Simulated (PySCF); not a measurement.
**Magnetic susceptibility: `c1c[cH+]1`, [C₃H₃]+, charge +1**

Geometry (Å), atoms numbered from 1 in this order:
```xyz
6

C    -0.397   -0.679   -0.012
C    -0.389    0.685    0.005
C     0.788   -0.004    0.010
H    -0.949   -1.623   -0.030
H    -0.931    1.635    0.010
H     1.882   -0.011    0.022
```

Total charge +1.

Theory: PySCF 2.14.0, GIAO B3LYP/pcSseg-2 magnetisability, rotational g tensor and spin-rotation constants, non-relativistic, gas phase. Geometry: PBE0-D3(BJ)/def2-SVP.

For an ion the centre-of-mass motion in the field is neglected.

(1) What are the magnetisability and the molar susceptibility?

(2) Split it along the inertial axes a, b, c into diamagnetic and paramagnetic parts about the centre of mass, with the quadrupole moment.

(3) And the rotational g tensor?

Results:

(1) Isotropic -292 × 10⁻³⁰ J/T², or -17.6 × 10⁻⁶ cm³/mol; principal values -641, -117, -117 × 10⁻³⁰ J/T², anisotropy 524 × 10⁻³⁰ J/T² (root of half the summed squared differences of the principal values). The susceptibility is in cgs units.

(2) 
```
axis  χ (10⁻⁶ cm³/mol)  diamagnetic (10⁻⁶ cm³/mol)  paramagnetic (10⁻⁶ cm³/mol)  summed x² of all electrons (Å²)  quadrupole Θ (D Å)
   a              -7.0                       -68.4                         61.4                             12.9               +2.97
   b              -7.0                       -68.4                         61.4                             12.9               +2.97
   c             -38.6                      -109.3                         70.7                              3.2               -5.95
```
Anisotropies 2χaa − χbb − χcc = +31.6 and 2χbb − χaa − χcc = +31.6 × 10⁻⁶ cm³/mol. Θ is traceless in Buckingham's convention.

(3) 
```tsv
axis	rotational constant (GHz)	g	nuclear part	electronic part
a	30.6054	-0.2180	0.6643	-0.8823
b	30.6048	-0.2180	0.6643	-0.8823
c	15.3026	+0.1558	0.6643	-0.5085
```
Oblate top; isotopes 12C, 1H; no vibrational averaging.
